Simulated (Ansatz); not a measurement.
Reaction (SMILES): CN (CH3-NH2) → [CH2]N (CH2-NH2) + H atom
B3LYP-D3(BJ)/def2-TZVP geometries, fixed; electronic energies without zero-point terms.
Largest species:
```
C
H 1 1.0912
H 1 1.0912 2 107.19
H 1 1.0988 2 107.88 3 -115.94
N 1 1.4624 2 109.21 3 118.20
H 5 1.0129 1 110.75 2 -179.27
H 5 1.0129 6 106.88 1 120.72
```
Charge 0, spin multiplicity 1.

Effect of the final integration grid (spheres per factor e of radius in core and valence, angular degree) at PBE0/cc-pVTZ with Ansatz (a first-principles code), against the last row, where the bond dissociation energy is 95.56 kcal/mol. Open shells are unrestricted. The default's grid is 13, 11, 36.

| setting | largest shift of a total energy (mEh) | shift of the bond dissociation energy (kcal/mol) |
|---|---|---|
| accuracy: medium (default) | 0.000 | 0.000 |
| final_grid: 4, 3, 11 | 3.596 | -1.318 |
| final_grid: 6, 5, 17 | -0.040 | -0.045 |
| final_grid: 8, 7, 23 | -0.006 | 0.004 |
| final_grid: 10, 9, 29 | 0.002 | -0.001 |
| final_grid: 18, 15, 47 | 0.000 | 0.000 |
| final_grid: 26, 22, 59 | 0.000 | 0.000 |

Within 0.3 kcal/mol in the bond dissociation energy: accuracy: medium (default); final_grid: 6, 5, 17; final_grid: 8, 7, 23; final_grid: 10, 9, 29; final_grid: 18, 15, 47. The largest shift is 3.596 mEh in a total energy and 1.318 kcal/mol in the difference.
